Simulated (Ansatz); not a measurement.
**AlHCl (doublet): the correlation ladder, def2-TZVPP**

An exercise on one series of results from a longer session: the logs are not shown, and one member is left open.

The runs use Ansatz 0.2.0, Gaussian basis; def2-TZVPP, core rule «outside noble gas», up to 10 orbitals frozen.

The runs, in order: UHF; ROHF; CCSD(T) on UHF.

## The system

The geometry is a PBE0/def2-TZVP stationary point (not a proven minimum) of the parent state, kept for this charge and spin.

3 atoms, charge 0, spin multiplicity 2.

Atoms are counted from 1 here; the program's logs count them from 0.

Bond lengths: Al1–Cl2 2.197 Å, Al1–H3 1.817 Å. Angles: Cl2–Al1–H3 63.0°.

Set-up of the first run:

in.yaml

```yaml
crystal:
  periodic: [false, false, false]
  atoms:
    - {symbol: Al, position_ang: [0.000000, -0.050236, 1.239922]}
    - {symbol: Cl, position_ang: [0.000000, -0.006816, -0.956330]}
    - {symbol: H, position_ang: [0.000000, 1.584516, 0.446218]}
basis:
  gaussian: {orbitals: def2-TZVPP}
magnetization: {spin_polarized: true, initial_magnetization: 1}
hamiltonian: {xc: hf}
output: {orbitals: {seedname: orbitals}}
```

Started as:

```
$ ansatz run in.yaml --threads 1 --pin off --events-out ev --progress --plain --max-ram 4096MiB --backend cpu
```

Steps of the session up to this table: UHF; ROHF; CCSD(T) on UHF.

One of the session's tables, all rows but one given; the rest of the session is left out.

```
  method  from UCCSD(T) (meV)
    ROHF              +8370.9
     UHF              +8037.6
    UMP2                    ?
   UCCSD               +349.1
UCCSD(T)                    0
```

Q: Estimate the row for UMP2 from the others.

**Answer.** from UCCSD(T) (meV): +1216.7. In the column «from UCCSD(T) (meV)» it lies between UCCSD (+349.1) and UHF (+8037.6).
